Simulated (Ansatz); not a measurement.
The inner images of a band of C$_{3}$H$_{6}$OS (11 atoms, charge 0, multiplicity 1) are given out of order.

Method: Ansatz 0.2.0, RKS PBE0/STO-3G.

Image 0:

```xyz
11
Properties=species:S:1:pos:R:3
C -1.210 0.576 0.601
C 0.094 0.050 0.009
O 1.262 0.838 0.180
C 0.197 -1.112 -0.664
S 1.689 -1.744 -1.354
H -2.028 -0.122 0.389
H -1.134 0.695 1.693
H -1.475 1.556 0.173
H 0.931 1.628 0.726
H -0.689 -1.731 -0.809
H 2.429 -0.691 -0.923
```

Image 6:

```xyz
11
Properties=species:S:1:pos:R:3
C -1.175 0.668 0.649
C 0.191 0.255 0.106
O 1.286 1.120 0.347
C 0.400 -0.885 -0.582
S 1.986 -1.359 -1.204
H -1.930 -0.083 0.389
H -1.153 0.767 1.746
H -1.493 1.636 0.230
H 0.864 1.880 0.876
H -0.442 -1.553 -0.767
H 1.530 -2.504 -1.769
```

Problem. Put them in order from the first end to the last, with their energies above the first end.
A.
```xyz
11
Properties=species:S:1:pos:R:3
C -1.214 0.575 0.594
C 0.121 0.024 0.098
O 1.289 0.773 0.386
C 0.226 -1.106 -0.630
S 1.710 -1.765 -1.319
H -2.034 -0.070 0.257
H -1.247 0.629 1.694
H -1.392 1.588 0.200
H 0.930 1.555 0.928
H -0.675 -1.690 -0.823
H 2.351 -0.570 -1.365
```
B.
```xyz
11
Properties=species:S:1:pos:R:3
C -1.218 0.585 0.658
C 0.173 0.112 0.241
O 1.278 0.611 0.968
C 0.398 -0.757 -0.765
S 2.019 -1.335 -1.172
H -1.986 0.105 0.038
H -1.424 0.340 1.711
H -1.312 1.676 0.540
H 0.850 1.277 1.608
H -0.453 -1.162 -1.318
H 1.740 -1.508 -2.488
```
C.
```xyz
11
Properties=species:S:1:pos:R:3
C -1.217 0.583 0.597
C 0.137 0.029 0.150
O 1.291 0.734 0.557
C 0.261 -1.062 -0.633
S 1.789 -1.759 -1.203
H -2.028 -0.024 0.176
H -1.309 0.569 1.694
H -1.352 1.621 0.257
H 0.913 1.472 1.148
H -0.651 -1.593 -0.913
H 2.231 -0.628 -1.810
```
D.
```xyz
11
Properties=species:S:1:pos:R:3
C -1.218 0.588 0.618
C 0.147 0.045 0.189
O 1.286 0.687 0.715
C 0.301 -0.988 -0.663
S 1.887 -1.658 -1.110
H -2.020 0.017 0.136
H -1.346 0.510 1.709
H -1.327 1.646 0.336
H 0.890 1.402 1.323
H -0.603 -1.468 -1.053
H 2.069 -0.839 -2.181
```
E.
```xyz
11
Properties=species:S:1:pos:R:3
C -1.219 0.588 0.643
C 0.158 0.075 0.220
O 1.281 0.647 0.853
C 0.347 -0.882 -0.710
S 1.959 -1.511 -1.098
H -2.007 0.058 0.096
H -1.384 0.436 1.721
H -1.314 1.665 0.433
H 0.870 1.347 1.467
H -0.531 -1.322 -1.194
H 1.906 -1.158 -2.410
```

Solution. A (+1.2 kcal/mol), C (+3.9 kcal/mol), D (+5.4 kcal/mol), E (+4.3 kcal/mol), B (+2.8 kcal/mol).

The run took 71 s on 1 thread of Intel(R) Xeon(R) Platinum 8259CL CPU @ 2.50GHz (Skylake/Cascade Lake), on a shared host, peak memory 0.12 GiB.
